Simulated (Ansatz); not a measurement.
Input for Ansatz (development build ahead of 0.2.0):

```yaml
crystal:
  periodic: [false, false, false]
  atoms:
    - { symbol: C, position_ang: [0.0, -0.85422, -0.06015] }
    - { symbol: O, position_ang: [0.0, -0.84232, 1.04108] }
    - { symbol: O, position_ang: [0.0, 0.13387, -0.7816] }
    - { symbol: C, position_ang: [0.0, 1.28754, -0.16905] }
    - { symbol: H, position_ang: [0.0, -1.69442, -0.64088] }
    - { symbol: H, position_ang: [0.0, 1.99207, -0.89034] }
    - { symbol: H, position_ang: [-0.82064, 1.38505, 0.41525] }
    - { symbol: H, position_ang: [0.82064, 1.38505, 0.41525] }
basis:
  gaussian: { orbitals: cc-pVDZ }
hamiltonian:
  xc: hf
correlation:
  method: mp2
  frozen_orbitals: { C: 1, H: 0, O: 1 }
```

The input is written out in the form of the current development build from the run's settings.

Output:

- Converged: yes
- Reference energy: -227.74756 hartree
- Correlation energy: -0.61285 hartree
- Total energy: -228.36040 hartree
- Spin squared of the determinant: 0.000

Caution: no unrestricted run beside it, a lower state can exist.
